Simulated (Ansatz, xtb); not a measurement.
## Two structures of C2H3Na

We compare X, a singlet given by its coordinates, with Y, `C=[CH][Na]`, a singlet. Both are gas-phase species (loosely bound parts included), relaxed with B3LYP-D3(BJ)/def2-SVP.

X (Å):

```xyz
6

C    -0.0956   -1.7566    0.5606
C    -0.2802   -1.8403   -0.6336
Na    0.0511    1.0297   -0.2762
H     0.2075    2.9109   -0.4516
H     0.0658   -1.7123    1.6241
H    -0.4467   -1.9445   -1.6921
```

Close contacts (Å): C1–C2 1.21, C1–Na3 2.91, C2–Na3 2.91, C1–H5 1.08, C2–H6 1.08, Na3–H4 1.90.

Y (Å):

```csv
atom,x (Å),y (Å),z (Å)
C,-0.9134,-0.4040,0.8935
C,0.3409,0.0745,0.9748
Na,2.1074,-0.9704,-0.0270
H,0.4278,1.0066,1.5643
H,-1.7873,0.0797,1.3676
H,-1.1703,-1.3237,0.3432
```

Problem. Which of the two would you expect CCSD(T)/def2-TZVPP electronic energies to favour?

Solution. Structure Y; the calculation gives E(Y) − E(X) = −33.7 kcal/mol.

Level by level:

```
                level               geometry  E(Y) − E(X) (kcal/mol)  departure from the last row (kcal/mol)  job, with rough time for the two
B3LYP-D3(BJ)/def2-SVP  B3LYP-D3(BJ)/def2-SVP                     −35.0                                    −1.2                optimisation, 21 s
        HF/def2-TZVPP  B3LYP-D3(BJ)/def2-SVP                     −29.5                                    +4.3           part of the CCSD(T) run
       MP2/def2-TZVPP  B3LYP-D3(BJ)/def2-SVP                     −34.0                                    −0.3           part of the CCSD(T) run
   CCSD(T)/def2-TZVPP  B3LYP-D3(BJ)/def2-SVP                     −33.7                                                        single point, 56 s
```

The levels shown agree on the order. The largest departure from CCSD(T)/def2-TZVPP is that of HF/def2-TZVPP, 4.3 kcal/mol. Levels run at GFN2-xTB geometries aren't shown.

With harmonic frequencies from B3LYP-D3(BJ)/def2-SVP (ideal gas, rigid rotor, one conformer each, 298.15 K, 1 atm): on the last row, ΔE + ΔZPE = −28.6 kcal/mol. A mode under 50 cm⁻¹ makes harmonic enthalpies and free energies unreliable, so none is given.

The correlated steps freeze 3 core orbitals; the last core shell of Na is correlated, in a basis made for valence electrons. Run with Ansatz 0.2.0; the last row on 1 thread of Arm Neoverse V1 on a shared host.
